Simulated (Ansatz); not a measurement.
# CH2OSi: the cost of one run

The runs use Ansatz 0.2.0, Gaussian basis; PBE0-D4/def2-SVP.

## (1) The system as given

SMILES `C=[Si]=O`, 5 atoms, charge 0, spin multiplicity 1.

Atoms are counted from 1 here; the program's logs count them from 0.

Bond lengths: C1–Si2 1.748 Å, C1–H4 1.080 Å, C1–H5 1.080 Å, Si2–O3 1.501 Å. Angles: Si2–C1–H4 119.4°, Si2–C1–H5 119.3°, H4–C1–H5 114.6°, C1–Si2–O3 173.5°.

Geometry (Å):

```xyz
5
charge 0, multiplicity 1
C    -0.1797    0.6258   -0.4441
Si    0.3486   -0.7563    0.4862
O     0.9537   -1.9247    1.2093
H    -0.2984    1.5807    0.0458
H    -0.8243    0.4744   -1.2971
```

## (2) The run

Input file md/in.yaml:

```yaml
crystal:
  periodic: [false, false, false]
  atoms:
    - {symbol: C, position_ang: [-0.179710, 0.625830, -0.444120]}
    - {symbol: Si, position_ang: [0.348640, -0.756320, 0.486190]}
    - {symbol: O, position_ang: [0.953700, -1.924670, 1.209270]}
    - {symbol: H, position_ang: [-0.298380, 1.580710, 0.045780]}
    - {symbol: H, position_ang: [-0.824250, 0.474450, -1.297120]}
basis:
  gaussian: {orbitals: def2-SVP}
hamiltonian: {xc: pbe0, dispersion: d4}
md: {n_steps: 40, timestep: 0.5, temperature: 500, ensemble: nvt_langevin, seed: 570, friction: 0.002, initial_velocities: maxwell_boltzmann}
```

On the command line:

```bash
$ ansatz run in.yaml --threads 2 --pin off --events-out ev --progress --plain --max-ram 3481MiB
```

What time and memory should one allow on 2 threads of Intel Xeon at 2.50GHz, shared host?

About 2.4 min, with a peak of 0.11 GiB.
